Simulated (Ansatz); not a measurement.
Elastic constant C11 (GPa) of 31 elemental metals, computed with PBEsol in Ansatz (plane waves, PAW) and with r²SCAN (PAW; Ansatz, a first-principles code). The set holds measured phases with no doubt noted on the run or the magnetic state but for the caveats below. 5 more of the class have both values but aren't in it, for one of these reasons: built or high-temperature cells, doubts on the run or the magnetic state, unlike cells, values of zero, layered or molecular crystals. Solids without a value at one level (not run, failed, or a magnetic order lost), or held back for tests, aren't counted.

Every twentieth of the way through the set, in order of the shift (worked out from unrounded values):

| solid | PBEsol | r²SCAN | shift (%) |
|---|---|---|---|
| double-hcp La | 56.2 | 42.7 | -24 |
| fcc Ag | 145 | 124 | -14.7 |
| fcc Pd | 243 | 213 | -12.5 |
| fcc Au | 196 | 172 | -12.3 |
| fcc Pt | 357 | 329 | -7.7 |
| bcc Rb | 3.26 | 3.06 | -6.4 |
| bcc Cs | 2.32 | 2.19 | -5.8 |
| fcc Sr | 15.6 | 14.7 | -5.4 |
| fcc Rh | 471 | 447 | -5.0 |
| bcc Li | 15.3 | 14.7 | -3.8 |
| hcp Tc | 533 | 514 | -3.6 |
| hcp Ru | 628 | 609 | -3.0 |
| hcp Re | 654 | 643 | -1.6 |
| fcc Ca | 23.2 | 22.9 | -1.1 |
| hcp Os | 792 | 784 | -1.0 |
| hcp Y | 77.5 | 76.9 | -0.7 |
| hcp Ti | 184 | 188 | +1.9 |
| hcp Zn | 215 | 222 | +3.5 |
| hcp Be | 326 | 338 | +3.7 |
| hcp Zr | 147 | 153 | +4.3 |
| fcc Al | 112 | 132 | +17.5 |

The shift from PBEsol to r²SCAN has a median of -3.6 %, and eight in ten lie between -12.5 % and +3.7 %; r²SCAN is the larger in 8 of 31. Each level is at its own cell, so the shift holds the change of volume too.

Ansatz's runs of these crystals have no spin polarisation. Meta-GGA and hybrid levels favour moments, which can bear on fcc Pd, hcp Sc, fcc Pt, hcp Ti, hcp Y, fcc Rh.

Spin–orbit coupling is left out, also for the solids with elements from indium on (fcc Pt, hcp Os, bcc Ba, double-hcp La, hcp Tl, fcc Ir, hcp Re, bcc Cs, fcc Pb, fcc Au); its size isn't shown.

Each level is taken at its own relaxed cell. Ansatz's density-functional and Hartree–Fock values are scalar-relativistic unless marked +SOC, with PAW data made under PBE.
